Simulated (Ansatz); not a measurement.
Input file:

```yaml
crystal:
  periodic: [false, false, false]
  atoms:
    - {symbol: N, position_ang: [0.000000, 0.000000, 0.019337]}
    - {symbol: C, position_ang: [0.000000, 0.000000, -1.035663]}
    - {symbol: H, position_ang: [0.000000, 0.000000, 1.016326]}
basis:
  gaussian: {orbitals: 6-31G}
correlation: {method: fic_mrcisd_q, electrons: outside_noble_gas, active_space: {window: {electrons: 10, orbitals: 9}, shells: [{species: C, l: s, shell: 2}, {species: C, l: p, shell: 2}, {species: H, l: s, shell: 1}, {species: "N", l: s, shell: 2}, {species: "N", l: p, shell: 2}]}}
```

```sh
$ ansatz run in.yaml --threads 1 --pin off --events-out ev --progress --plain --max-ram 2393MiB
```

Task: Roughly how long does this take on 1 thread of Arm Neoverse V2, shared host, and how much host memory?

Result: 3.5 s wall and 0.31 GiB.

```
452 factors; integrals over basis functions are off by at most 1.1e-7 eV
mean field evaluation 1: about -2523.9144 eV, gradient 1.7e1 eV
mean field evaluation 2: about -2523.9271 eV, gradient 1.7e1 eV
mean field evaluation 4: about -2524.6353 eV, gradient 2.3e0 eV
mean field evaluation 8: about -2524.6470 eV, gradient 1.1e-2 eV
mean field -2524.64698242 eV, -92.7790653369 hartree, gradient 2.1e-6 eV, S^2 0.000000; 0 other end points of the search recorded, 0 dependent functions left out
reference -2524.64698242 eV, -92.7790653369 hartree; 7, 7 occupied and 13, 13 virtual orbitals, 452 factors
state -2528.19706525 eV, -92.9095284746 hartree
contracted CI cycle   1: correlation 0.00000000 eV, 0.0000000000 hartree, residual 1.04e1 eV
contracted CI cycle   2: correlation -1.50303618 eV, -0.0552355610 hartree, residual 2.28e0 eV
contracted CI cycle   3: correlation -1.57036530 eV, -0.0577098602 hartree, residual 4.73e-1 eV
contracted CI cycle   4: correlation -1.57347156 eV, -0.0578240133 hartree, residual 1.14e-1 eV
contracted CI cycle   5: correlation -1.57364113 eV, -0.0578302449 hartree, residual 2.65e-2 eV
contracted CI cycle   6: correlation -1.57365013 eV, -0.0578305757 hartree, residual 5.77e-3 eV
contracted CI cycle   7: correlation -1.57365058 eV, -0.0578305922 hartree, residual 1.30e-3 eV
state -2528.19706525 eV, -92.9095284746 hartree; corrected -2529.81019563 eV, -92.9688099225 hartree
Total energy: -2529.81019563 eV, -92.9688099225 hartree
Checks for a lower state left out: starts, orbital_swaps
```

Natural occupations: 1.9923 1.9856 1.9801 1.9608 1.9608 0.0440 0.0440 0.0202 0.0122.

For the same geometry and basis full CI lies 29.9 meV lower.
